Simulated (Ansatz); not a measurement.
`C[SiH2]N`, relaxed with RKS PBE0-D4/def2-TZVP in the Gaussian-basis code of Ansatz from a PBE-D4/def2-SVP geometry. The force threshold is 0.005 eV/Å; the program also tests the step.

Charge 0, multiplicity 1.

Start:

```xyz
10

C    -1.334    0.371   -0.243
Si    0.196   -0.656    0.203
N     1.742    0.161    0.135
H    -2.260   -0.236   -0.169
H    -1.262    0.758   -1.280
H    -1.440    1.240    0.438
H     0.282   -1.822   -0.748
H     0.039   -1.160    1.615
H     2.100    0.453   -0.778
H     1.937    0.891    0.826
```

| step | energy (eV) | largest force (eV/Å) | largest move (Å) |
| --- | --- | --- | --- |
| 1 | -10514.6261 | 0.617 | 0.000 |
| 2 | -10514.6649 | 0.186 | 0.028 |
| 3 | -10514.6706 | 0.094 | 0.011 |
| 4 | -10514.6714 | 0.177 | 0.028 |
| 5 | -10514.6729 | 0.021 | 0.024 |
| 6 | -10514.6729 | 0.007 | 0.003 |
| 7 | -10514.6729 | 0.002 | 0.002 |

End:

```xyz
10

C    -1.328    0.367   -0.241
Si    0.190   -0.636    0.197
N     1.698    0.189    0.124
H    -2.230   -0.248   -0.163
H    -1.268    0.748   -1.264
H    -1.445    1.221    0.431
H     0.279   -1.787   -0.743
H     0.037   -1.134    1.592
H     2.116    0.419   -0.763
H     1.952    0.861    0.829
```

Hardware: 2 threads of a server CPU on a shared host. Wall time 20 s, peak host memory 0.24 GiB.
